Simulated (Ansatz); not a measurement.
**SiNH4 (quartet): the correlation ladder at distance Si1–H5 along a hydrogen transfer = 1.582 Å, cc-pVDZ**

The task here is to estimate one member of a computed series from the others.

The runs use Ansatz 0.2.0, Gaussian basis; cc-pVDZ, core rule «outside noble gas», up to 6 orbitals frozen.

Plan: UHF; CCSD(T) on ROHF; CCSD(T) on UHF; BCCD(T) on ROHF; CISD; CCSDT(Q) on ROHF; CCSDT(Q) on UHF; CASSCF and MRCISD+Q, 5 electrons in 5 orbitals; CASSCF and NEVPT2, 5 electrons in 5 orbitals.

11 further runs of the same task are left out: 1 for a mislabelled method, 8 that didn't finish, 2 set aside as unsound or not needed.

### The system

The geometry derives from fragments relaxed apart (PBE0/def2-TZVP) and kept rigid, so it is no stationary point. A hydrogen atom is moved between rigid fragments.

6 atoms, charge 0, spin multiplicity 4.

Atoms are counted from 1 here; the program's logs count them from 0.

Bond lengths: Si1–H2 1.485 Å, Si1–H3 1.485 Å, Si1–H4 1.485 Å, Si1–H5 1.582 Å. Angles: H2–Si1–H3 109.5°, H2–Si1–H4 109.5°, H2–Si1–H5 109.5°, H3–Si1–H4 109.5°, H3–Si1–H5 109.5°, H4–Si1–H5 109.5°.

As a file:

```xyz
6

Si   -0.9760    0.0000    0.0000
H    -1.4709    1.3997    0.0000
H    -1.4709   -0.6999    1.2122
H    -1.4709   -0.6999   -1.2122
H     0.6060    0.0000    0.0000
N     2.2310    0.0000    0.0000
```

Set-up of the first run:

Contents of in.yaml:

```yaml
crystal:
  periodic: [false, false, false]
  atoms:
    - {symbol: Si, position_ang: [-0.976014, 0.000000, 0.000000]}
    - {symbol: H, position_ang: [-1.470886, 1.399708, 0.000000]}
    - {symbol: H, position_ang: [-1.470886, -0.699854, 1.212183]}
    - {symbol: H, position_ang: [-1.470886, -0.699854, -1.212183]}
    - {symbol: H, position_ang: [0.605986, 0.000000, 0.000000]}
    - {symbol: N, position_ang: [2.230986, 0.000000, 0.000000]}
basis:
  gaussian: {orbitals: cc-pVDZ}
magnetization: {spin_polarized: true, initial_magnetization: 3}
hamiltonian: {xc: hf}
output: {orbitals: {seedname: orbitals}}
```

The run is started by

```console
ansatz run in.yaml --threads 1 --pin off --events-out ev --progress --plain --max-ram 2393MiB
```

Among the steps run: UHF; CCSD(T) on ROHF; CCSD(T) on UHF; BCCD(T) on ROHF; CISD; CCSDT(Q) on ROHF; CCSDT(Q) on UHF; CASSCF and MRCISD+Q, 5 electrons in 5 orbitals; CASSCF and NEVPT2, 5 electrons in 5 orbitals.

One table of the session follows, with a row left open; its other results are not shown here.

It belongs to the step «Misses and costs». 

```
     method  from UCCSDT(Q) (kJ/mol)
       ROHF                   +661.8
        UHF                   +649.7
       RMP2                   +140.3
       UMP2                   +138.0
       CISD                    +62.7
      RCCSD                    +13.5
      UCCSD                    +13.3
   RCCSD(T)                     +2.9
   UCCSD(T)                     +2.8
    BCCD(T)                     +2.9
     RCCSDT                        ?
     UCCSDT                     +0.4
  RCCSDT(Q)                     +0.2
  UCCSDT(Q)                        0
CASSCF pair                   +619.9
NEVPT2 pair                   +137.3
```

**Question.** Estimate the row for RCCSDT.

As computed: from UCCSDT(Q) (kJ/mol): +0.6. In the column «from UCCSDT(Q) (kJ/mol)» it lies between UCCSDT (+0.4) and UCCSD(T) (+2.8).

Not comparable, so not listed: CASSCF and MRCISD+Q, 5 electrons in 5 orbitals (they don't share determinant, frozen orbitals or solution with the rows shown, or repeat one).

Caveats from the session: Restricted and unrestricted rows rest on different reference determinants; where their highest levels disagree by more than a few hundredths of an eV, they describe different states and don't form one ladder. Warnings in the runs' records: passed over end.
